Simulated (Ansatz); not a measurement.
## AlCl₂, SMILES [Cl][Al][Cl]: vertical and adiabatic energies of changing the electron count

Run with Ansatz 0.2.0 through its Python package.

Script `adiabatic.py`:
```python
"""Vertical and adiabatic ionisation of AlCl2."""

import itertools

import ansatz as az
from ase.data import atomic_numbers, covalent_radii
import numpy as np

GEOMETRY = """
Cl    1.47060    0.93230    0.89750
Al   -0.46350    0.54180   -0.19190
Cl   -1.01800   -1.53890   -0.71880
"""


def main() -> None:
    mol = az.Crystal.molecule()
    for line in GEOMETRY.strip().splitlines():
        symbol, *xyz = line.split()
        mol = mol.atom(symbol, [float(v) for v in xyz])

    model = (
        mol.calculation()
        .basis(gaussian="def2-SVP")
        .functional("r2SCAN")
        .spin("collinear", total=1)
    )
    symbols = [site.symbol for site in mol.cartesian_sites]
    start = np.array([site.position_ang for site in mol.cartesian_sites], dtype=float)
    summary = model.relax(force_tolerance=0.01).run(threads=1).report
    end = np.array(summary["positions_ang"])

    minimum = az.Crystal.molecule()
    for symbol, place in zip(symbols, end):
        minimum = minimum.atom(symbol, place.tolist())
    ion = minimum.calculation().basis(gaussian="def2-SVP").functional("r2SCAN").charge(1)
    vertical = ion.run(threads=1).report
    settled = ion.relax(force_tolerance=0.01, max_steps=80).run(threads=1).report
    print(f"vertical ionisation energy   {vertical['free_energy_ev'] - summary['free_energy_ev']:.3f} eV")
    print(f"adiabatic, no zero point     {settled['free_energy_ev'] - summary['free_energy_ev']:.3f} eV")
    print(f"relaxation energy of the ion {vertical['free_energy_ev'] - settled['free_energy_ev']:.3f} eV")
    ionised = np.array(settled["positions_ang"])
    # pairs closer than 1.2 times the sum of covalent radii, before or after
    radius = [covalent_radii[atomic_numbers[s]] for s in symbols]
    span = lambda where, i, j: np.linalg.norm(where[i] - where[j])
    bonded = [(i, j) for i, j in itertools.combinations(range(len(symbols)), 2) if min(span(end, i, j), span(ionised, i, j)) < 1.2 * (radius[i] + radius[j])]
    print("pair        before    after (A)")
    for i, j in bonded:
        print(f"{symbols[i]}{i}-{symbols[j]}{j}".ljust(10), f"{span(end, i, j):8.4f} {span(ionised, i, j):8.4f}")
    for first, second in list(itertools.combinations(bonded, 2)):
        shared = set(first) & set(second)
        if shared and symbols[(j := shared.pop())] != "H":
            i, k = sorted((set(first) | set(second)) - {j})
            u, v = ionised[i] - ionised[j], ionised[k] - ionised[j]
            angle = np.degrees(np.arccos(np.clip(u @ v / np.linalg.norm(u) / np.linalg.norm(v), -1, 1)))
            print(f"final angle {symbols[i]}{i}-{symbols[j]}{j}-{symbols[k]}{k}: {angle:.2f} deg")


if __name__ == "__main__":
    main()
```

```console
$ python adiabatic.py
vertical ionisation energy   8.937 eV
adiabatic, no zero point     7.992 eV
relaxation energy of the ion 0.946 eV
pair        before    after (A)
Cl0-Al1      2.1141   2.0095
Al1-Cl2      2.1141   2.0095
final angle Cl0-Al1-Cl2: 179.52 deg
```

Reading the output:
- The energies are electronic: no zero-point or thermal terms, and the basis set is short of its limit. The product may relax into another structure. The relaxation finds the nearest minimum, so the adiabatic value is an upper bound.
- The species is open-shell (spin multiplicity 2).
- Only the spin states typed were run; another state of an ion can lie lower, by up to an eV or two.
- Timing: 32 s on 1 thread of Arm Neoverse V2, with other jobs on the host, peak memory 0.23 GiB.

(Lines on the test bed's own set-up are left out of the output.)
